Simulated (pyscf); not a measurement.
A first-order saddle from PySCF, ωB97X-D3(BJ)/def2-SVP:

```xyz
5

Au     0.2692     0.4044    -0.0008
O     -1.3946    -0.6716     0.9602
H     -1.2446    -1.6223     1.0339
F     -1.6606     0.0426    -1.2157
H     -1.7734    -0.4386    -0.1091
```

Surface: singlet, charge 0. Lowest wavenumbers (cm⁻¹): 620i, 336, 535, 566, 668.

Question: What reaction is this the transition state of?

Answer: HO–Au + hydrogen fluoride (HF) ⇌ F–Au + water (H₂O), a four-centre exchange read from left to right: Au–O, F–H broken and Au–F, H–O formed. At CCSD(T)/def2-TZVPP + ΔMP2(QZVPP) it lies +4.2 kcal/mol from the left side and +1.4 kcal/mol from the right (each side as separated species at their lowest minima found). On the reactant side the descent ends in a bound adduct, 13.3 kcal/mol under the separated species and 10.0 kcal/mol under the saddle at ωB97X-D3(BJ)/def2-TZVP. On the product side the descent ends in a bound adduct, 9.2 kcal/mol under the separated species and 7.1 kcal/mol under the saddle at ωB97X-D3(BJ)/def2-TZVP. At ωB97X-D3(BJ) the barrier from the zero used here is -3.2 kcal/mol. This is the saddle that the search found; another between the same sides may lie lower. The CCSD(T) − MP2 part came from Ansatz, without density fitting, on the same reference. The frozen core leaves the outer d or s,p core shells of the metals and heavy elements correlated in the MP2 and CC values, and def2-TZVPP describes them poorly, which can shift differences by a few kcal/mol. Elements past Kr carry the def2 core potentials, without spin-orbit coupling.
